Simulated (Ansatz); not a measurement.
**[BPH5]− (SMILES [BH3-]P) at 6 levels**

We compute a comparison of 6 runs (HF/STO-3G, UPBE/STO-3G, MP2/STO-3G, UMP2/STO-3G, CCSDT/STO-3G, CCSDTQ/STO-3G) of [BPH5]−. 

The results are computed with Ansatz 0.2.0.

1 further run of the same task is left out (set aside as unsound or not needed).

### 1 The molecule

The species is [BPH5]− (7 atoms), meant as a singlet with charge -1. SMILES: `[BH3-]P`. The H6–P2 distance was set to 2.077 Å, away from the relaxed value. At this shape a bond of the SMILES string is far longer than usual.

Bond lengths: B1–P2 1.992 Å, B1–H3 1.212 Å, B1–H4 1.212 Å, B1–H5 1.210 Å, P2–H7 1.385 Å. Angles: B1–P2–H7 99.7°, P2–B1–H3 106.1°, P2–B1–H4 106.1°, P2–B1–H5 108.9°, H3–B1–H4 110.9°, H3–B1–H5 112.3°, H4–B1–H5 112.2°. A long bond or contact: P2–H6 2.077 Å.

### 2 A single-point energy at HF/STO-3G (run 1)

job.yaml reads:

```yaml
crystal:
  periodic: [false, false, false]
  atoms:
    - symbol: B
      position_ang: [-0.266937, -1.169559, -0.351725]
    - symbol: P
      position_ang: [0.936663, -0.349469, 1.007445]
    - symbol: H
      position_ang: [-1.345177, -1.293889, 0.186535]
    - symbol: H
      position_ang: [0.211823, -2.250809, -0.615225]
    - symbol: H
      position_ang: [-0.318337, -0.444109, -1.318235]
    - symbol: H
      position_ang: [0.219110, 1.599520, 0.971100]
    - symbol: H
      position_ang: [1.997943, 0.010371, 0.192805]
basis:
  gaussian: {orbitals: STO-3G}
accuracy: high
total_charge: -1
hamiltonian: {xc: hf}
```

Started as:

```console
$ ansatz run job.yaml --threads 1 --pin off --max-ram 2610MiB --events-out events.jsonl --progress --plain --runs-dir runs
```

Output:

```text
Warning: RAYON_NUM_THREADS=1 ignored (pool sized by the plan → 1); use --threads N
Functional definition: HF
  name "HF"
  exchange = exact_x
  correlation = 0
332 factors; integrals over basis functions are off by at most 1.6e-8 eV
mean field evaluation 1: about -9902.3638 eV, gradient 1.5e1 eV
mean field evaluation 2: about -9902.4193 eV, gradient 1.4e1 eV
mean field evaluation 4: about -9903.6234 eV, gradient 1.1e0 eV
mean field evaluation 8: about -9903.6295 eV, gradient 2.2e-2 eV
mean field -9903.62951582 eV, -363.9516717851 hartree, gradient 9.0e-8 eV, S^2 0.000000; 0 other end points of the search recorded, 0 dependent functions left out
reference -9903.62951582 eV, -363.9516717851 hartree; 13, 13 occupied and 6, 6 virtual orbitals, 332 factors
Total energy: -9903.62951582 eV, -363.9516717851 hartree
```

Wall time 0.1 s (1 thread of Arm Neoverse V2, shared host).

### 3 The energy at UPBE/STO-3G (run 2)

run.yaml reads:

```yaml
crystal:
  periodic: [false, false, false]
  atoms:
    - {symbol: B, position_ang: [-0.266937, -1.169559, -0.351725]}
    - {symbol: P, position_ang: [0.936663, -0.349469, 1.007445]}
    - {symbol: H, position_ang: [-1.345177, -1.293889, 0.186535]}
    - {symbol: H, position_ang: [0.211823, -2.250809, -0.615225]}
    - {symbol: H, position_ang: [-0.318337, -0.444109, -1.318235]}
    - {symbol: H, position_ang: [0.219110, 1.599520, 0.971100]}
    - {symbol: H, position_ang: [1.997943, 0.010371, 0.192805]}
basis:
  gaussian:
    orbitals: STO-3G
hamiltonian:
  xc: {name: PBE}
total_charge: -1
accuracy: high
magnetization:
  spin_polarized: true
  initial_magnetization: 0
```

Started as:

```console
$ ansatz run run.yaml --threads 1 --pin off --max-ram 2610MiB --events-out events.jsonl --progress --plain --runs-dir runs
```

Output:

```text
Warning: RAYON_NUM_THREADS=1 ignored (pool sized by the plan → 1); use --threads N
Functional definition: PBE
  name "PBE"
  parameter kappa = 0.804
  parameter beta = 0.06672455060314922
  exchange = pbe_x(kappa = kappa, mu = beta*pi^2/3)
  correlation = pbe_c(beta = beta)
332 factors; integrals over basis functions are off by at most 1.6e-8 eV
mean field evaluation 1: about -9918.2558 eV, gradient 1.9e1 eV
mean field evaluation 2: about -9908.3446 eV, gradient 2.8e1 eV
mean field evaluation 4: about -9922.0762 eV, gradient 1.8e0 eV
mean field evaluation 8: about -9922.0129 eV, gradient 1.3e-1 eV
mean field evaluation 16: about -9922.0131 eV, gradient 5.9e-7 eV
mean field -9922.01309119 eV, -364.6272557193 hartree, gradient 5.6e-8 eV, S^2 0.000000; 0 other end points of the search recorded, 0 dependent functions left out
reference -9922.01309308 eV, -364.6272557887 hartree; 13, 13 occupied and 6, 6 virtual orbitals, 332 factors
Total energy: -9922.01309308 eV, -364.6272557887 hartree
```

Run time: 1.6 s. Hardware: 1 thread of Arm Neoverse V2, shared host; peak memory 0.13 GiB.

Runs 3 to 5 aren't shown in full; the table further down has their settings and results.

### 4 The energy at CCSDTQ/STO-3G (run 6)

run.yaml reads:

```yaml
crystal:
  periodic: [false, false, false]
  atoms:
    - symbol: B
      position_ang: [-0.266937, -1.169559, -0.351725]
    - symbol: P
      position_ang: [0.936663, -0.349469, 1.007445]
    - symbol: H
      position_ang: [-1.345177, -1.293889, 0.186535]
    - symbol: H
      position_ang: [0.211823, -2.250809, -0.615225]
    - symbol: H
      position_ang: [-0.318337, -0.444109, -1.318235]
    - symbol: H
      position_ang: [0.219110, 1.599520, 0.971100]
    - symbol: H
      position_ang: [1.997943, 0.010371, 0.192805]
basis:
  gaussian:
    orbitals: STO-3G
total_charge: -1
correlation:
  method: ccsdtq
  frozen_orbitals: {B: 1, H: 0, P: 5}
accuracy: high
scf:
  omitted_lower_state_checks: [cluster_reference, increment]
```

Started as:

```console
$ ansatz run run.yaml --threads 1 --pin off --max-ram 2610MiB --events-out events.jsonl --progress --plain --runs-dir runs
```

Output, cut to the lines that bear on the results:

```text
Warning: RAYON_NUM_THREADS=1 ignored (pool sized by the plan → 1); use --threads N
Functional definition: HF
  name "HF"
[...]
332 factors; integrals over basis functions are off by at most 1.6e-8 eV
[...]
mean field -9903.62951582 eV, -363.9516717851 hartree, gradient 9.0e-8 eV, S^2 0.000000; 0 other end points of the search recorded, 0 dependent functions left out; unrestricted orbitals would lower it
6 core orbitals not correlated: weight in the atoms' cores, before any rotation towards them, 1.000 or more for the frozen orbitals, at most 0.000 for the correlated occupied ones
reference -9903.62951582 eV, -363.9516717851 hartree; 7, 7 occupied and 6, 6 virtual orbitals, 332 factors
second order -2.65743496 eV of doubles, -0.00000000 eV of singles
cycle   1  -3.43297118 eV  change   -7.8e-1 eV  update   9.7e-2
[...]
cycle  25  -4.00835578 eV  change  -6.3e-10 eV  update  7.1e-10
Total energy: -9907.63787160 eV, -364.0989761430 hartree
Checks for a lower state left out: cluster_reference, increment
```

Run time: 4.2 s. Hardware: 1 thread of Arm Neoverse V2, shared host; peak memory 0.11 GiB.

### 5 Overview of the runs

```
run          level  frozen core orbitals  energy (Eh)  wall time
  1      HF/STO-3G                     –  -363.951672      0.1 s
  2    UPBE/STO-3G                     –  -364.627256      1.6 s
  3     MP2/STO-3G                     6  -364.049331      0.1 s
  4    UMP2/STO-3G                     6  -364.038720     0.18 s
  5   CCSDT/STO-3G                     6  -364.098989     0.24 s
  6  CCSDTQ/STO-3G                     6  -364.098976      4.2 s
```

### 6 Results

| quantity | value |
| --- | --- |
| run 6: total energy | -364.09898 Eh |
| run 6: correlation energy (6 core orbitals frozen) | -147.3 mEh |
| run 6: T1 diagnostic | 0.018 |

Below the HF energy at the same shape and in the same basis (STO-3G): MP2 -97.7 mEh; UMP2 -87.0 mEh; CCSDT -147.3 mEh; CCSDTQ -147.3 mEh. Some of these start from another determinant than that one, so these aren't their correlation energies. In runs 3, 5, 6 the log says that unrestricted orbitals would lower the reference, so the values rest on an unstable closed-shell determinant (other closed-shell runs at this shape may share the fault). In runs 1, 2, 3, 4, 5, 6 the basis is minimal, so the values are rough. Spin contamination of the reference: run 4 ⟨S²⟩ = 0.51. All runs together took 6.5 s, the longest 4.2 s.
